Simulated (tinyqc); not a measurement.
Worked calculation (part 1 of 2): RHF in the sto-6g basis, for H2O, spin multiplicity 1. Computed by tinyqc, a small Python program that keeps every step (integrals from PySCF). Settings: charge = 0, multiplicity = 1, basis = sto-6g, energy threshold = 1e-08, iteration cap = 54, orthogonalisation = canonical, start = Wolfsberg-Helmholz matrix, DIIS depth = 0, method = RHF. Command: `OMP_NUM_THREADS=1 python tinyqc.py 27166 27167 out.jsonl` (the two numbers bound the seeds that draw the settings). One thread of a shared host (Intel(R) Xeon(R) Processor @ 2.60GHz), about 0.1 s of CPU time with the checks. Later iterations appear only in the table of the cycle.

## One-electron integrals

Geometry (angstrom):
```
atom         x          y         z
O     0.000000   0.000000  0.000000
H     0.000000   0.722000  0.582000
H     0.000000  -0.722000  0.582000
```

Basis sto-6g: exponents (1/bohr^2) and contraction coefficients of normalised primitives:
```
element  l (shell)     exponent  coefficient
O            s (1)  1355.584234     0.009164
O            s (1)   248.544885     0.049361
O            s (1)    69.533902     0.168538
O            s (1)    23.886772     0.370563
O            s (1)     9.275933     0.416492
O            s (1)     3.820341     0.130334
O            s (2)    52.187762    -0.013253
O            s (2)    10.329320    -0.046992
O            s (2)     3.210345    -0.033785
O            s (2)     1.235135     0.250242
O            s (2)     0.536420     0.595117
O            s (2)     0.245881     0.240706
O            p (3)    52.187762     0.003760
O            p (3)    10.329320     0.037679
O            p (3)     3.210345     0.173897
O            p (3)     1.235135     0.418036
O            p (3)     0.536420     0.425860
O            p (3)     0.245881     0.101708
H            s (1)    35.523221     0.009164
H            s (1)     6.513144     0.049361
H            s (1)     1.822143     0.168538
H            s (1)     0.625955     0.370563
H            s (1)     0.243077     0.416492
H            s (1)     0.100112     0.130334
```

Overlap, kinetic and nuclear-attraction integrals over the contracted functions; the nuclear repulsion is the sum of Za Zb / Rab.

nuclear repulsion = 9.49644713 hartree

overlap S, lower triangle:
```
           1O 1s     1O 2s    1O 2px     1O 2py    1O 2pz     2H 1s     3H 1s
1O 1s   1.000000
1O 2s   0.231145  1.000000
1O 2px  0.000000  0.000000  1.000000
1O 2py  0.000000  0.000000  0.000000   1.000000
1O 2pz  0.000000  0.000000  0.000000   0.000000  1.000000
2H 1s   0.059348  0.496522  0.000000   0.313652  0.252833  1.000000
3H 1s   0.059348  0.496522  0.000000  -0.313652  0.252833  0.278170  1.000000
```

kinetic energy T (hartree), lower triangle:
```
            1O 1s     1O 2s    1O 2px     1O 2py    1O 2pz     2H 1s     3H 1s
1O 1s   29.327197
1O 2s   -0.896024  0.842618
1O 2px   0.000000  0.000000  2.531309
1O 2py   0.000000  0.000000  0.000000   2.531309
1O 2pz   0.000000  0.000000  0.000000   0.000000  2.531309
2H 1s   -0.001182  0.142962  0.000000   0.237646  0.191565  0.768522
3H 1s   -0.001182  0.142962  0.000000  -0.237646  0.191565  0.014791  0.768522
```

nuclear attraction V (hartree), lower triangle:
```
             1O 1s       1O 2s      1O 2px      1O 2py      1O 2pz      2H 1s      3H 1s
1O 1s   -62.399563
1O 2s    -6.415075  -10.123182
1O 2px    0.000000    0.000000  -10.033157
1O 2py    0.000000    0.000000    0.000000  -10.196131
1O 2pz   -0.021962   -0.241454    0.000000    0.000000  -10.139055
2H 1s    -1.889178   -4.076583    0.000000   -2.303642   -1.940827  -5.981518
3H 1s    -1.889178   -4.076583    0.000000    2.303642   -1.940827  -1.816730  -5.981518
```

core Hamiltonian H = T + V (hartree), lower triangle:
```
             1O 1s      1O 2s     1O 2px     1O 2py     1O 2pz      2H 1s      3H 1s
1O 1s   -33.072366
1O 2s    -7.311099  -9.280564
1O 2px    0.000000   0.000000  -7.501848
1O 2py    0.000000   0.000000   0.000000  -7.664822
1O 2pz   -0.021962  -0.241454   0.000000   0.000000  -7.607747
2H 1s    -1.890360  -3.933622   0.000000  -2.065996  -1.749261  -5.212995
3H 1s    -1.890360  -3.933622   0.000000   2.065996  -1.749261  -1.801939  -5.212995
```

## Two-electron integrals

Functions are numbered as in S; the eight-fold symmetry (ij|kl) = (ji|kl) = (kl|ij) leaves the list below.

Two-electron integrals (ij|kl) in chemists' order, unique and non-zero (hartree):
```
(11|11) 4.787491    (21|11) 0.675884    (21|21) 0.121505    (22|11) 1.117379
(22|21) 0.249212    (22|22) 0.817383    (31|31) 0.025762    (32|31) 0.039145
(32|32) 0.180664    (33|11) 1.117381    (33|21) 0.249212    (33|22) 0.817382
(33|33) 0.880663    (41|41) 0.025762    (42|41) 0.039145    (42|42) 0.180664
(43|43) 0.047461    (44|11) 1.117381    (44|21) 0.249212    (44|22) 0.817382
(44|33) 0.785741    (44|44) 0.880663    (51|51) 0.025762    (52|51) 0.039145
(52|52) 0.180664    (53|53) 0.047461    (54|54) 0.047461    (55|11) 1.117381
(55|21) 0.249212    (55|22) 0.817382    (55|33) 0.785741    (55|44) 0.785741
(55|55) 0.880663    (61|11) 0.185414    (61|21) 0.031928    (61|22) 0.063987
(61|33) 0.063847    (61|41) 0.001210    (61|42) 0.002356    (61|44) 0.064101
(61|51) 0.000976    (61|52) 0.001899    (61|54) 0.000205    (61|55) 0.064012
(61|61) 0.008552    (62|11) 0.424624    (62|21) 0.095902    (62|22) 0.345058
(62|33) 0.339532    (62|41) 0.005928    (62|42) 0.042554    (62|44) 0.349580
(62|51) 0.004779    (62|52) 0.034303    (62|54) 0.008100    (62|55) 0.346061
(62|61) 0.025293    (62|62) 0.176594    (63|31) 0.010987    (63|32) 0.060710
(63|43) 0.008908    (63|53) 0.007180    (63|63) 0.025877    (64|11) 0.228981
(64|21) 0.052479    (64|22) 0.201401    (64|33) 0.192173    (64|41) 0.013891
(64|42) 0.084572    (64|44) 0.215970    (64|51) 0.002341    (64|52) 0.019235
(64|54) 0.012003    (64|55) 0.196060    (64|61) 0.014522    (64|62) 0.125374
(64|64) 0.114090    (65|11) 0.184581    (65|21) 0.042303    (65|22) 0.162348
(65|33) 0.154909    (65|41) 0.002341    (65|42) 0.019235    (65|44) 0.159732
(65|51) 0.012874    (65|52) 0.076215    (65|54) 0.012795    (65|55) 0.172404
(65|61) 0.011706    (65|62) 0.101063    (65|64) 0.071108    (65|65) 0.083197
(66|11) 0.546306    (66|21) 0.125652    (66|22) 0.514008    (66|33) 0.493212
(66|41) 0.010689    (66|42) 0.102553    (66|44) 0.531026    (66|51) 0.008616
(66|52) 0.082668    (66|54) 0.030482    (66|55) 0.517783    (66|61) 0.033543
(66|62) 0.323308    (66|64) 0.262582    (66|65) 0.211665    (66|66) 0.774999
(71|11) 0.185414    (71|21) 0.031928    (71|22) 0.063987    (71|33) 0.063847
(71|41) -0.001210   (71|42) -0.002356   (71|44) 0.064101    (71|51) 0.000976
(71|52) 0.001899    (71|54) -0.000205   (71|55) 0.064012    (71|61) 0.008429
(71|62) 0.024479    (71|64) 0.012711    (71|65) 0.011320    (71|66) 0.031977
(71|71) 0.008552    (72|11) 0.424624    (72|21) 0.095902    (72|22) 0.345058
(72|33) 0.339532    (72|41) -0.005928   (72|42) -0.042554   (72|44) 0.349580
(72|51) 0.004779    (72|52) 0.034303    (72|54) -0.008100   (72|55) 0.346061
(72|61) 0.024479    (72|62) 0.146176    (72|64) 0.070881    (72|65) 0.081367
(72|66) 0.223313    (72|71) 0.025293    (72|72) 0.176594    (73|31) 0.010987
(73|32) 0.060710    (73|43) -0.008908   (73|53) 0.007180    (73|63) 0.020839
(73|73) 0.025877    (74|11) -0.228981   (74|21) -0.052479   (74|22) -0.201401
(74|33) -0.192173   (74|41) 0.013891    (74|42) 0.084572    (74|44) -0.215970
(74|51) -0.002341   (74|52) -0.019235   (74|54) 0.012003    (74|55) -0.196060
(74|61) -0.012711   (74|62) -0.070881   (74|64) -0.013811   (74|65) -0.038493
(74|66) -0.093898   (74|71) -0.014522   (74|72) -0.125374   (74|74) 0.114090
(75|11) 0.184581    (75|21) 0.042303    (75|22) 0.162348    (75|33) 0.154909
(75|41) -0.002341   (75|42) -0.019235   (75|44) 0.159732    (75|51) 0.012874
(75|52) 0.076215    (75|54) -0.012795   (75|55) 0.172404    (75|61) 0.011320
(75|62) 0.081367    (75|64) 0.038493    (75|65) 0.065462    (75|66) 0.136842
(75|71) 0.011706    (75|72) 0.101063    (75|74) -0.071108   (75|75) 0.083197
(76|11) 0.180154    (76|21) 0.041075    (76|22) 0.159286    (76|33) 0.155666
(76|44) 0.158654    (76|51) 0.003280    (76|52) 0.027500    (76|55) 0.163539
(76|61) 0.010727    (76|62) 0.080850    (76|64) 0.049231    (76|65) 0.052027
(76|66) 0.151465    (76|71) 0.010727    (76|72) 0.080850    (76|74) -0.049231
(76|75) 0.052027    (76|76) 0.044452    (77|11) 0.546306    (77|21) 0.125652
(77|22) 0.514008    (77|33) 0.493212    (77|41) -0.010689   (77|42) -0.102553
(77|44) 0.531026    (77|51) 0.008616    (77|52) 0.082668    (77|54) -0.030482
(77|55) 0.517783    (77|61) 0.031977    (77|62) 0.223313    (77|64) 0.093898
(77|65) 0.136842    (77|66) 0.357738    (77|71) 0.033543    (77|72) 0.323308
(77|74) -0.262582   (77|75) 0.211665    (77|76) 0.151465    (77|77) 0.774999
```

## Orthogonalisation

S = U s U^T; canonical form X = U s^(-1/2), so that X^T S X = 1. Each column of U has its largest component positive (the first on a tie).

eigenvalues of S: 0.322010  0.396049  0.886253  1.000000  1.090430  1.325781  1.979476

X:
```
                1          2          3         4          5          6         7
1O 1s   -0.283064   0.000000   0.766371  0.000000  -0.615840   0.000000  0.142376
1O 2s    1.226417   0.000000  -0.303374  0.000000  -0.300490   0.000000  0.411775
1O 2px   0.000000   0.000000   0.000000  1.000000   0.000000   0.000000  0.000000
1O 2py   0.000000   0.940610   0.000000  0.000000   0.000000   0.699981  0.000000
1O 2pz   0.575362   0.000000   0.638532  0.000000   0.648547   0.000000  0.192570
2H 1s   -0.771435  -0.905592  -0.143634  0.000000   0.115982   0.363524  0.373009
3H 1s   -0.771435   0.905592  -0.143634  0.000000   0.115982  -0.363524  0.373009
```

## Starting guess

The start is the generalised Wolfsberg-Helmholz matrix (K = 1.75) built on H; D = 2 C_occ C_occ^T.

D at the start, lower triangle:
```
            1O 1s      1O 2s    1O 2px     1O 2py    1O 2pz     2H 1s     3H 1s
1O 1s    2.059149
1O 2s   -0.227528   1.071859
1O 2px   0.000000   0.000000  2.000000
1O 2py   0.000000   0.000000  0.000000   1.341282
1O 2pz   0.117271  -0.444545  0.000000   0.000000  1.813142
2H 1s   -0.141667   0.342997  0.000000   0.392723  0.118288  0.269041
3H 1s   -0.141667   0.342997  0.000000  -0.392723  0.118288  0.039065  0.269041
```

## Iteration 1: building the Fock matrix

J_ij = sum D_kl (ij|kl), K_ij = sum D_kl (ik|jl); F = H + J - 0.5 K; E = tr D H + tr D J / 2 - 0.25 tr D K + E_nn.

Coulomb J (hartree), lower triangle:
```
            1O 1s     1O 2s    1O 2px     1O 2py    1O 2pz     2H 1s     3H 1s
1O 1s   17.740308
1O 2s    3.174881  8.396073
1O 2px   0.000000  0.000000  8.385837
1O 2py   0.000000  0.000000  0.000000   8.397197
1O 2pz  -0.008095  0.007449  0.000000   0.000000  8.405184
2H 1s    0.838761  3.504612  0.000000   2.029511  1.644462  5.220156
3H 1s    0.838761  3.504612  0.000000  -2.029511  1.644462  1.611748  5.220156
```

exchange K (hartree), lower triangle:
```
           1O 1s      1O 2s    1O 2px     1O 2py    1O 2pz     2H 1s     3H 1s
1O 1s   9.759978
1O 2s   1.582689   2.552723
1O 2px  0.000000   0.000000  2.249931
1O 2py  0.000000   0.000000  0.000000   2.104491
1O 2pz  0.010991  -0.106191  0.000000   0.000000  2.233055
2H 1s   0.437045   1.217910  0.000000   0.676742  0.498297  1.190873
3H 1s   0.437045   1.217910  0.000000  -0.676742  0.498297  0.538421  1.190873
```

Fock matrix F (hartree), lower triangle:
```
             1O 1s      1O 2s     1O 2px     1O 2py     1O 2pz      2H 1s      3H 1s
1O 1s   -20.212047
1O 2s    -4.927563  -2.160852
1O 2px    0.000000   0.000000  -0.240977
1O 2py    0.000000   0.000000   0.000000  -0.319871
1O 2pz   -0.035553  -0.180910   0.000000   0.000000  -0.319090
2H 1s    -1.270122  -1.037965   0.000000  -0.374855  -0.353948  -0.588276
3H 1s    -1.270122  -1.037965   0.000000   0.374855  -0.353948  -0.459401  -0.588276
```

total energy of this density = -75.39275455 hartree

## Iteration 1: diagonalisation and new density

Diagonalise F' = X^T F X, C = X C', fill 5 alpha and 5 beta electrons from the bottom; D = 2 C_occ C_occ^T. Each column has its largest component positive (the first on a tie).

F' = X^T F X (hartree), lower triangle:
```
           1         2          3          4          5          6          7
1   0.402368
2   0.000000  0.782834
3   1.350918  0.000000  -9.408473
4   0.000000  0.000000   0.000000  -0.240977
5  -1.042608  0.000000   9.072317   0.000000  -9.346836
6   0.000000  0.093134   0.000000   0.000000   0.000000  -0.572332
7   0.128517  0.000000  -3.715618   0.000000   3.820612   0.000000  -2.697113
```

orbital energies (hartree): MO1 -20.216357, MO2 -1.164609, MO3 -0.578703, MO4 -0.326278, MO5 -0.240977, MO6 0.657188, MO7 0.789205

coefficients C:
```
              MO1        MO2        MO3        MO4       MO5        MO6        MO7
1O 1s    0.996088  -0.205365   0.000000   0.107265  0.000000  -0.145282   0.000000
1O 2s    0.018954   0.724787   0.000000  -0.540477  0.000000   1.018920   0.000000
1O 2px   0.000000   0.000000   0.000000   0.000000  1.000000   0.000000   0.000000
1O 2py   0.000000   0.000000   0.634158   0.000000  0.000000   0.000000   0.986186
1O 2pz   0.004284   0.177438   0.000000   0.822458  0.000000   0.698943   0.000000
2H 1s   -0.004877   0.220247   0.424478   0.183964  0.000000  -0.828224  -0.878672
3H 1s   -0.004877   0.220247  -0.424478   0.183964  0.000000  -0.828224   0.878672
```

D after iteration 1, lower triangle:
```
            1O 1s      1O 2s    1O 2px     1O 2py    1O 2pz      2H 1s     3H 1s
1O 1s    2.091744
1O 2s   -0.375880   1.635581
1O 2px   0.000000   0.000000  2.000000
1O 2py   0.000000   0.000000  0.000000   0.804312
1O 2pz   0.112098  -0.631668  0.000000   0.000000  1.415881
2H 1s   -0.060712   0.120224  0.000000   0.538372  0.380724   0.525113
3H 1s   -0.060712   0.120224  0.000000  -0.538372  0.380724  -0.195612  0.525113
```

## Iteration 2: building the Fock matrix

As before.

Coulomb J (hartree), lower triangle:
```
            1O 1s     1O 2s    1O 2px     1O 2py    1O 2pz     2H 1s     3H 1s
1O 1s   17.485874
1O 2s    3.113461  8.245189
1O 2px   0.000000  0.000000  8.247255
1O 2py   0.000000  0.000000  0.000000   8.235664
1O 2pz  -0.009203  0.030122  0.000000   0.000000  8.252647
2H 1s    0.823167  3.465633  0.000000   2.013789  1.643753  5.241368
3H 1s    0.823167  3.465633  0.000000  -2.013789  1.643753  1.606174  5.241368
```

exchange K (hartree), lower triangle:
```
           1O 1s      1O 2s    1O 2px     1O 2py    1O 2pz     2H 1s     3H 1s
1O 1s   9.793657
1O 2s   1.534909   2.580945
1O 2px  0.000000   0.000000  2.262318
1O 2py  0.000000   0.000000  0.000000   1.836290
1O 2pz  0.003248  -0.131263  0.000000   0.000000  2.085358
2H 1s   0.431331   1.204436  0.000000   0.693925  0.550177  1.317337
3H 1s   0.431331   1.204436  0.000000  -0.693925  0.550177  0.505380  1.317337
```

Fock matrix F (hartree), lower triangle:
```
             1O 1s      1O 2s     1O 2px     1O 2py     1O 2pz      2H 1s      3H 1s
1O 1s   -20.483320
1O 2s    -4.965092  -2.325847
1O 2px    0.000000   0.000000  -0.385753
1O 2py    0.000000   0.000000   0.000000  -0.347303
1O 2pz   -0.032788  -0.145701   0.000000   0.000000  -0.397779
2H 1s    -1.282859  -1.070206   0.000000  -0.399169  -0.380596  -0.630296
3H 1s    -1.282859  -1.070206   0.000000   0.399169  -0.380596  -0.448455  -0.630296
```

total energy of this density = -75.65408724 hartree

## Iteration 2: diagonalisation and new density

As before.

F' = X^T F X (hartree), lower triangle:
```
           1         2          3          4          5          6          7
1   0.302477
2   0.000000  0.754532
3   1.459959  0.000000  -9.600068
4   0.000000  0.000000   0.000000  -0.385753
5  -1.019588  0.000000   9.137976   0.000000  -9.528256
6   0.000000  0.124143   0.000000   0.000000   0.000000  -0.624519
7   0.072796  0.000000  -3.740185   0.000000   3.866207   0.000000  -2.770990
```

orbital energies (hartree): MO1 -20.486753, MO2 -1.277381, MO3 -0.635605, MO4 -0.462740, MO5 -0.385753, MO6 0.630037, MO7 0.765618

coefficients C:
```
              MO1        MO2        MO3        MO4       MO5        MO6        MO7
1O 1s    0.996526  -0.216858   0.000000   0.098876  0.000000  -0.130812   0.000000
1O 2s    0.016776   0.801229   0.000000  -0.537163  0.000000   0.961871   0.000000
1O 2px   0.000000   0.000000   0.000000   0.000000  1.000000   0.000000   0.000000
1O 2py   0.000000   0.000000   0.613540   0.000000  0.000000   0.000000   0.999144
1O 2pz   0.003723   0.147353   0.000000   0.797121  0.000000   0.734393   0.000000
2H 1s   -0.004134   0.173363   0.442634   0.240525  0.000000  -0.824867  -0.869667
3H 1s   -0.004134   0.173363  -0.442634   0.240525  0.000000  -0.824867   0.869667
```

D after iteration 2, lower triangle:
```
            1O 1s      1O 2s    1O 2px     1O 2py    1O 2pz      2H 1s     3H 1s
1O 1s    2.099735
1O 2s   -0.420294   1.861587
1O 2px   0.000000   0.000000  2.000000
1O 2py   0.000000   0.000000  0.000000   0.752864
1O 2pz   0.101144  -0.620116  0.000000   0.000000  1.314257
2H 1s   -0.035864   0.019267  0.000000   0.543148  0.434515   0.567698
3H 1s   -0.035864   0.019267  0.000000  -0.543148  0.434515  -0.216002  0.567698
```

## Iteration 11 (converged): orbitals

converged F (hartree), lower triangle:
```
             1O 1s      1O 2s     1O 2px     1O 2py     1O 2pz      2H 1s      3H 1s
1O 1s   -20.500989
1O 2s    -4.965014  -2.356120
1O 2px    0.000000   0.000000  -0.401662
1O 2py    0.000000   0.000000   0.000000  -0.347837
1O 2pz   -0.030230  -0.144208   0.000000   0.000000  -0.381299
2H 1s    -1.283143  -1.065652   0.000000  -0.397389  -0.387171  -0.623777
3H 1s    -1.283143  -1.065652   0.000000   0.397389  -0.387171  -0.442677  -0.623777
```

As before.

F' = X^T F X (hartree), lower triangle:
```
           1         2          3          4          5          6          7
1   0.271029
2   0.000000  0.749209
3   1.493894  0.000000  -9.600786
4   0.000000  0.000000   0.000000  -0.401662
5  -0.999205  0.000000   9.149875   0.000000  -9.535557
6   0.000000  0.122264   0.000000   0.000000   0.000000  -0.622773
7   0.054277  0.000000  -3.741174   0.000000   3.870907   0.000000  -2.771213
```

orbital energies (hartree): MO1 -20.504283, MO2 -1.295251, MO3 -0.633583, MO4 -0.468766, MO5 -0.401662, MO6 0.631774, MO7 0.760019

coefficients C:
```
              MO1        MO2        MO3        MO4       MO5        MO6        MO7
1O 1s    0.996592  -0.220560   0.000000   0.098477  0.000000  -0.124253   0.000000
1O 2s    0.016438   0.826480   0.000000  -0.549881  0.000000   0.932887   0.000000
1O 2px   0.000000   0.000000   0.000000   0.000000  1.000000   0.000000   0.000000
1O 2py   0.000000   0.000000   0.614417   0.000000  0.000000   0.000000   0.998605
1O 2pz   0.003525   0.143447   0.000000   0.777438  0.000000   0.755951   0.000000
2H 1s   -0.004006   0.155697   0.441871   0.268602  0.000000  -0.819710  -0.870055
3H 1s   -0.004006   0.155697  -0.441871   0.268602  0.000000  -0.819710   0.870055
```

D after iteration 11, lower triangle:
```
            1O 1s      1O 2s    1O 2px     1O 2py    1O 2pz      2H 1s     3H 1s
1O 1s    2.103080
1O 2s   -0.440114   1.971419
1O 2px   0.000000   0.000000  2.000000
1O 2py   0.000000   0.000000  0.000000   0.755016
1O 2pz   0.096868  -0.617769  0.000000   0.000000  1.249999
2H 1s   -0.023762  -0.038169  0.000000   0.542986  0.462284   0.583309
3H 1s   -0.023762  -0.038169  0.000000  -0.542986  0.462284  -0.197690  0.583309
```

## Convergence

Stop when the energy changes by less than 1e-08 hartree and every element of the error matrix X^T (F D S - S D F) X is below 3e-05.

Course of the cycle:
```
iteration   E (hartree)     change  largest element of the error matrix
1          -75.39275455          -                             7.91e-01
2          -75.65408724  -2.61e-01                             1.56e-01
3          -75.67089891  -1.68e-02                             4.57e-02
4          -75.67254636  -1.65e-03                             1.51e-02
5          -75.67275125  -2.05e-04                             5.36e-03
6          -75.67278253  -3.13e-05                             2.01e-03
7          -75.67278784  -5.31e-06                             7.90e-04
8          -75.67278878  -9.39e-07                             3.20e-04
9          -75.67278895  -1.69e-07                             1.34e-04
10         -75.67278898  -3.04e-08                             5.68e-05
11         -75.67278898  -5.49e-09                             2.41e-05
```

PySCF RHF in the same basis = -75.67278899 hartree

Converged in 11 iterations.
